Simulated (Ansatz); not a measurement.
Mulliken charges of CH3NOS2 (`NC1(O)SS1`) from r2SCAN/def2-TZVPP in Ansatz (PBE0-D4/def2-TZVP geometry).

| atom | x (Å) | y (Å) | z (Å) | charge (e) |
| --- | --- | --- | --- | --- |
| N1 | 0.177 | 0.525 | 0.900 | -0.338 |
| C2 | -0.059 | -0.158 | -0.311 | 0.326 |
| O3 | 0.003 | -1.512 | -0.139 | -0.300 |
| S4 | -1.364 | 0.551 | -1.349 | -0.122 |
| S5 | 0.645 | 0.376 | -1.895 | -0.105 |
| H6 | 1.115 | 0.345 | 1.240 | 0.162 |
| H7 | 0.025 | 1.519 | 0.805 | 0.165 |
| H8 | -0.450 | -1.703 | 0.692 | 0.213 |

Task: By hand: the dipole of these point charges (1 e Å = 4.8032 D).

Result: Σ q r = (0.108, 0.062, 0.481) e Å, of length 0.497 e Å = 2.39 D.

Task: How does the dipole of the full density compare? (Best estimate.)

Result: Computed: (0.139, 0.108, 0.549) e Å, 2.77 D; the point charges give 0.86 times that, at 4° from its direction.

Point charges leave out the atoms' own dipoles, such as those of lone pairs, and Mulliken's split depends on the basis, so the close match here is no proof of good charges.
